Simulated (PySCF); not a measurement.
Molecule: SMILES Fc1ccc[nH]1, C₄H₄FN.

Mapped SMILES: `[F:1][c:2]1[cH:3][cH:4][cH:5][nH:6]1`; H(Xn) means a hydrogen on atom n.

Geometry PBE0-D3(BJ)/def2-SVP throughout; GIAO in PySCF 2.14.0 with density-fitted response routines, gas phase, one conformer, non-relativistic; equivalent atoms averaged; basis pcSseg-2.

For orientation, B3LYP gives these shifts δ (against CFCl3, TMS at the same level): F1 -153.8, C2 158.6, C4 116.2, C5 112.4, C3 92.3, H(N6) 7.33, H(C5) 6.20, H(C4) 6.23, H(C3) 5.66 ppm.

A run gave: F1 -166.3, C2 147.6, C4 105.1, C5 102.1, C3 82.6, H(N6) 7.28, H(C5) 6.14, H(C4) 6.11, H(C3) 5.53 ppm (shifts δ (against CFCl3, TMS at the same level)).

Problem. Which functional was used in that run?
A. PBE0
B. KT3
C. LC-wPBE
D. CAM-B3LYP
E. KT2

Solution. B. F1 tells them apart best: KT3 gives -166.3, KT2 gives -176.8, LC-wPBE gives -130.9, CAM-B3LYP gives -145.3, PBE0 gives -149.3 ppm.
